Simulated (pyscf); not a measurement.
Thermochemistry of product channels of H₂N–SiH(Cl)–Cl + F• on the doublet surface, in eV, from ωB97M-D3(BJ)/def2-TZVP energies (ideal gas, 1 atm, RRHO with modes under 100 cm⁻¹ raised to 100, one conformer, R ln 2 for chiral ones without a mode under 150 cm⁻¹). Optimised with ωB97X-D3(BJ)/def2-SVP in PySCF.

```
products                  ΔE  ΔH(298 K)  ΔG(600 K)  ΔG(900 K)
---------------------  -----  ---------  ---------  ---------
NH₂• + F–SiH(Cl)–Cl    -1.80      -1.90      -2.05      -2.11
H₂N–Si•(Cl)–Cl + HF    -1.73      -1.70      -1.89      -1.98
•HN–Si(F)(Cl)–Cl + H₂  -2.10      -2.31      -2.32      -2.35
H₂N–Si(F)(Cl)–Cl + H•  -2.62      -2.75      -2.67      -2.65
•HN–SiH(Cl)–Cl + HF    -0.79      -0.88      -1.05      -1.13
```

These are energies of the channels, which say nothing of barriers. Left out: orbital degeneracy and the spin-orbit lowering of F.
